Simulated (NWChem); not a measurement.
# C3H7Cl; SMILES C(Cl)CC

```xyz
11

C     -0.7830    -1.7617     0.1421
C      0.5216    -1.1621    -0.3553
C      0.8926     0.1548     0.2952
Cl    -0.2977     1.4502    -0.0601
H     -0.7440    -1.9647     1.2246
H     -1.0042    -2.7104    -0.3688
H     -1.6221    -1.0737    -0.0393
H      0.4834    -1.0182    -1.4480
H      1.3571    -1.8595    -0.1653
H      0.9385     0.0661     1.3907
H      1.8640     0.5207    -0.0642
```
Atoms are numbered in this order, from 1.

Computed with NWChem. Pople sets run with spherical d functions. Geometry: optimised at PBE0/def2-SVP.

Question: Taking B3LYP/aug-cc-pVTZ as the yardstick, which of these has the fewest basis functions while keeping “dipole (D)” within 0.1 D of it: B3LYP/def2-TZVP; B3LYP/def2-SVP; B3LYP/3-21G; B3LYP/6-31G*; B3LYP/6-31+G*; B3LYP/def2-SVPD; B3LYP/6-311++G**; B3LYP/STO-3G?

Answer: B3LYP/6-31G* (a larger set in the list lies outside the tolerance).
```
level              basis functions  dipole (D)
-----------------  ---------------  ----------
B3LYP/STO-3G                    31        2.25
B3LYP/3-21G                     54        2.34
B3LYP/6-31G*                    74        2.13
B3LYP/6-31+G*                   90        2.21
B3LYP/def2-SVP                  95        1.83
B3LYP/def2-SVPD                143        2.12
B3LYP/6-311++G**               145        2.16
B3LYP/def2-TZVP                172        2.03
B3LYP/aug-cc-pVTZ              349        2.09
```

The yardstick is one finite set, not the basis-set limit.
